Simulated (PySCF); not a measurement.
CFCl3.
Geometry (GFN2-xTB, Å), atoms numbered from 1 in this order:
```
atom  x, y, z in Å
F1     0.0603   -0.1410    1.3961
C2     0.0046   -0.0063    0.0667
Cl3   -0.4579    1.6606   -0.3126
Cl4    1.6028   -0.3706   -0.6039
Cl5   -1.2011   -1.1397   -0.5634
```

Computed with B3LYP/def2-SVPD in PySCF (dipole) on a GFN2-xTB geometry, gas phase.

Masses are those of the commonest isotopes; rigid-rotor values at the optimised geometry. 

Problem. What are A, B and C (MHz)?

Solution. Ia = 206.75, Ib = 206.79, Ic = 295.71 u·Å²; 505379 MHz·u·Å²/I gives A = 2444, B = 2444, C = 1709 MHz.

Problem. What kind of rotor is it?

Solution. An oblate symmetric top, as the point group C3v requires two equal moments: κ = (2 × 2444 − 2444 − 1709)/(2444 − 1709) = 1.00.

Problem. Is it planar, by Δ = Ic − Ia − Ib?

Solution. Not planar: Δ = Ic − Ia − Ib = -117.84 u·Å². For a rigid frame Δ = −2 Σ m c², so Σ m c² = 58.92 u·Å² lies off the ab plane. The atom farthest from that plane is 1.59 Å away.

Problem. Give the other two planar moments, Paa and Pbb, and the rms extents of the mass along the axes.

Solution. Paa = Σ m a² = (Ib + Ic − Ia)/2 = 147.88 and Pbb = Σ m b² = (Ia + Ic − Ib)/2 = 147.83 u·Å². With the mass M = 135.90 u, the rms extents √(P/M) along a, b and c are 1.04, 1.04, 0.66 Å.

Problem. Where do the R-branch lines fall?

Solution. The dipole of 0.41 D lies along the symmetry axis, so ΔK = 0 and J+1 ← J falls at 2B(J+1) for every K: 4.89 GHz, 9.78 GHz, 14.66 GHz, 19.55 GHz, 24.44 GHz for J = 0 to 4.

Whether it is a minimum is left open (no frequencies). These are rigid-rotor constants of the computed structure; measured ground-state constants (B0) also hold zero-point vibration.
